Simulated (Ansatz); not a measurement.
# C2NP: the cost of one run

Method: the levels named in each step, in Ansatz 0.2.0.

## (1) The system as given

Bond lengths: N1–C2 1.155 Å, C2–C3 1.346 Å, C3–P4 1.564 Å. Angles: N1–C2–C3 180.0°, C2–C3–P4 180.0°.

As a file:

```xyz
4

N     0.0000    0.0000   -1.9304
C     0.0000    0.0000   -0.7749
C     0.0000    0.0000    0.5707
P     0.0000    0.0000    2.1346
```

## (2) A rough first relaxation, PBE-D4/def2-SVP

This run stands in another session on the same molecule. It ended at:

```xyz
4

N     0.0000    0.0000   -1.9651
C     0.0000    0.0000   -0.7819
C     0.0000    0.0000    0.5891
P     0.0000    0.0000    2.1579
```

## (3) Relaxation, PBE0-D4/def2-TZVPP

This run stands in another session on the same molecule. It ended at:

```xyz
4

N     0.0000    0.0000   -1.9363
C     0.0000    0.0000   -0.7783
C     0.0000    0.0000    0.5885
P     0.0000    0.0000    2.1260
```

## (4) Frequencies, PBE0-D4/def2-TZVPP

input.yaml

```yaml
crystal:
  periodic: [false, false, false]
  atoms:
    - { symbol: "N", position_ang: [0.0, 0.0, -1.93631171] }
    - { symbol: C, position_ang: [0.0, 0.0, -0.77826248] }
    - { symbol: C, position_ang: [0.0, 0.0, 0.58853025] }
    - { symbol: P, position_ang: [0.0, 0.0, 2.12604394] }
basis:
  gaussian: { orbitals: def2-TZVPP }
hamiltonian:
  xc: pbe0
  dispersion: d4
phonons: {}
```

Launch:

```console
> ansatz run input.yaml --threads 2 --pin off --max-ram 5120MiB --backend cpu --events-out ev --progress --plain --runs-dir out
```

Q: Estimate wall time and peak memory on 2 threads of Intel Xeon Platinum 8488C (Sapphire Rapids), shared host.

About 23 s, with a peak of 0.23 GiB.
